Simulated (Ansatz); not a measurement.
**How far each method lies from full CI for HAlGa, doublet**

Geometry: a PBE0/def2-TZVP stationary point for this spin, not checked as a minimum.

```yaml
atoms:
  - { symbol: Al, position_ang: [0.0000, 0.0000, 0.3496] }
  - { symbol: Ga, position_ang: [0.0000, 0.0000, -2.3209] }
  - { symbol: H, position_ang: [0.0000, 0.0000, 1.9714] }
```

Basis 6-31G (Cartesian d functions); Ansatz 0.2.0. Correlated methods freeze the noble-gas cores and the filled d shells of p-block atoms, which leaves 7 electrons in 25 orbitals. R marks a restricted (for open shells ROHF) determinant, U an unrestricted one. Active spaces: pair = (3e, 3o) about the gap; valence = (7e, 9o) chosen from the atoms' valence shells. No spin–orbit coupling is included, and no scalar relativity.

Full CI is exact within this basis and frozen core; it isn't the basis-set limit. The frozen core follows each run's orbitals, which can shift R against U totals by a few meV for light atoms and by up to 0.1 eV past Ca.

For open shells CISD is restricted-active-space CI with the open shells as a complete middle space.

* UHF ⟨S²⟩: 0.762
* T1 diagnostic (RCCSD): 0.0213
* largest doubles amplitude (RCCSD): 0.080

```tsv
level	E − E(full CI) (kJ/mol)	share of correlation (%)	wall time
RHF	222.2	0.00	–
RMP2	75.6	65.97	–
CISD	19.3	91.32	0.96 s
RCCSD	8.3	96.28	–
RCCSD(T)	2.9	98.69	2.1 s
BCCD(T)	2.9	98.71	2.3 s
RCCSDT	0.5	99.79	–
RCCSDT(Q)	0.1	99.94	5.5 s
CASSCF (pair space)	180.6	18.76	–
NEVPT2 (pair space)	70.7	68.18	2.6 s
CASSCF (valence space)	53.5	75.92	–
NEVPT2 (valence space)	16.0	92.81	3.5 s
MRCISD (valence space)	1.4	99.35	–
MRCISD+Q (valence space)	0.3	99.86	4.7 s
```

The correlation energy at full CI, counted from RHF, is -2.303 eV. That run took 1.8 min on 1 thread of Arm Neoverse V2, shared host over 7,273,250 determinants.

Run but not shown, since their state or frozen core can't be matched to the reference's or they repeat it: UHF, UMP2, UCCSD, UCCSD(T), UCCSDT, UCCSDT(Q).

Times hold each run's SCF and search for its determinant on a shared host, so for small cases they say little of a method's own cost; they ran on 1 thread of Arm Neoverse V2.

The full-CI state has the irrep B1 of C2v, in the program's axes (one component, if the state is degenerate).

Natural occupations of full CI about the gap: 1.959 1.942 1.882 0.978 0.069 0.050 0.048 0.025 0.020 0.007; effectively unpaired electrons, Σ n²(2−n)², 1.11.
